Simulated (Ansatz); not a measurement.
Consider the protonation: `COC(C)=O` + H⁺ → `COC(C)=[OH+]`.

Computed with Ansatz on PBE0-D4/def2-TZVP structures; ΔE is electronic, products minus reactants. CBS: MP2 limit from def2 TZ/QZ plus the TZ coupled-cluster correction, frozen cores. This one scheme is used for every species, atoms too. Each species was taken in one conformer, which may not be the lowest.

| level | ΔE (eV) |
| --- | --- |
| MP2/def2-SVP | -8.84 |
| CCSD(T)/def2-TZVPP | -8.87 |

(1) What does CCSD(T)/CBS give? (Estimate.)

(2) What do rigid-rotor, harmonic-oscillator terms from PBE0-D4/def2-TZVP frequencies (298.15 K, 1 bar) make of the CCSD(T)/CBS value? (Estimate.)

Largest T1 diagnostic among the species: 0.015.

Answers

(1) The calculation gave: -8.81 eV. The listed levels differ from it by -0.03, -0.06 eV.

(2) Computed: ΔZPE = +0.35 eV, ΔH = -8.53 eV, ΔS = -109 J/(mol·K), ΔG = -8.19 eV. Modes under 50 cm⁻¹ make the entropy rough.

From PBE to PBE0 (25 % exact exchange), in def2-TZVPP and without D4, ΔE moves by −0.08 eV. Leaving LDA and LC-ωPBE aside and taking each functional with its dispersion term where it has one, the values, not all of them listed here, spread over 0.15 eV, from BHLYP-D4 to ωB97M-V. LDA lies +0.22 eV from PBE without D4.
